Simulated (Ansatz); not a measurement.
`[SiH3]P` + `[OH][AlH2]` → `[AlH2][O]P` + SiH₄ at 600 K and 1 bar (cleavage of the P–Si bond).

Gas-phase electronic energies from Ansatz, PBE0-D4/def2-TZVP geometries. CBS: MP2 limit from def2 TZ/QZ plus the TZ coupled-cluster correction, frozen cores. This one scheme is used for every species. Each species was taken in one conformer, which may not be the lowest.

```
     species  CCSD(T)/CBS energy (Eh)  H − E (kJ/mol)  S (J/(mol·K))
   `[SiH3]P`               -633.00997           151.6          340.7
`[OH][AlH2]`               -319.03157           103.2          300.4
`[AlH2][O]P`               -660.56673           139.8          386.9
        SiH₄               -291.46306           108.7          242.3
```

H − E and S are ideal-gas, rigid-rotor, harmonic terms from PBE0-D4/def2-TZVP, for one conformer and one mirror image of each species. 1 Eh = 2625.50 kJ/mol, R = 8.31446 J/(mol·K).

Q: By hand: ΔE, ΔH, ΔS and ΔG.

A: ΔE = (-660.56673) + (-291.46306) − (-633.00997) − (-319.03157) = 0.01175 Eh = 30.8 kJ/mol. Δ(H − E) = 139.8 + 108.7 − 151.6 − 103.2 = -6.3, so ΔH = 24.5 kJ/mol. ΔS = 386.9 + 242.3 − 340.7 − 300.4 = -11.9 J/(mol·K). ΔG = 24.5 − 600 × (-11.9)/1000 = 31.6 kJ/mol.

Q: By hand: the equilibrium constant, and the temperature at which ΔG would vanish if ΔH and ΔS stayed fixed.

A: log₁₀ K = −ΔG/(RT ln 10) = -2.8. ΔH and −TΔS have one sign here, so there is no such temperature.

The number of gas molecules stays the same, so ΔS is small and ΔH decides. A doubt of 5 kJ/mol in ΔE shifts log₁₀ K by 0.4 here. Other conformers and mirror images would add mixing entropy, several J/(mol·K) or more a flexible species. Modes under 60 cm⁻¹, often nearly free rotors, make the harmonic entropy too high. These are equilibria of isolated gas molecules and say nothing of rates. Largest T1 diagnostic: 0.014 (customary marks: 0.02 for closed shells, 0.045 for open ones).

ΔS is within the doubt of such terms, so its sign, and with it that verdict, could turn.
